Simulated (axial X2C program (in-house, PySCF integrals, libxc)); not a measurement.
## Testing model relations on AlP⁻

A bond curve at the r2SCAN level, with spin–orbit coupling, was computed with an axial X2C code built on PySCF integrals (basis P dyall-av3z [9s8p3d2f], Al dyall-av3z [9s9p3d2f] (cores contracted in-house)) for the state Ω = 1/2 (⟨Sz⟩ = 0.50, ⟨Lz⟩ = 0.00 at r2SCAN). Its fit gives Re = 2.1357 Å, ωe = 546.9 cm⁻¹, ωexe = 2.52 cm⁻¹ and αe = 1.554e-03 cm⁻¹; the masses are 30.9738 and 26.9815 u. Two-component means X2C with spin–orbit coupling and atomic mean-field Coulomb and Gaunt terms.

(1) Find the reduced mass, Be and the force constant.

(2) A Morse curve ties αe to the other constants (Pekeris). How well does that hold?

(3) Estimate the centrifugal constant by the Kratzer relation.

(4) Estimate De from a Morse curve and compare with the computed well depth of 3.691 eV to P- + Al.

(5) Where do the fundamental and the first overtone lie?

Occupations by symmetry block were frozen at the best pattern of an incomplete PBE0 search. Dissociation energies refer to the lowest single-determinant-based atoms at the same level and basis. Density functionals use the spin component along the axis (collinear). A 2c atom that is not at its ground J level misses part of its spin–orbit lowering, and De is too large by that part (0.04 eV or less for light atoms). This holds for r2SCAN. Other states lie close and PBE0, whose exact exchange favours high spin, may order them wrongly; the determinant shown need not be the ground state. The nearest other 2c determinant of the search, Ω = 3/2, lies 0.15 eV up at the distance of the search. The functionals have no current-density term, which raises determinants with orbital currents, atoms included. The highest occupied level of some functionals is positive through self-interaction error; at Hartree–Fock it is bound.

Results:

(1) From the r2SCAN values: μ = 14.4201 u. Be = 16.8576/(μ Re²) = 0.2563 cm⁻¹. k = 5.8918×10⁻⁷ μ ωe² = 2.54 mdyn/Å.

(2) αe(Morse) = 6Be²/ωe × (√(ωexe/Be) − 1) = 1.539e-03 cm⁻¹; the r2SCAN curve gives 1.554e-03 cm⁻¹, a ratio of 0.99.

(3) D = 4Be³/ωe² = 2.25e-07 cm⁻¹.

(4) De(Morse) = ωe²/(4ωexe) = 3.679 eV against 3.691 eV computed, a ratio of 1.00. For De the Morse form works well here.

(5) ν(1←0) = ωe − 2ωexe = 541.9 cm⁻¹; ν(2←0) = 2ωe − 6ωexe = 1078.7 cm⁻¹.
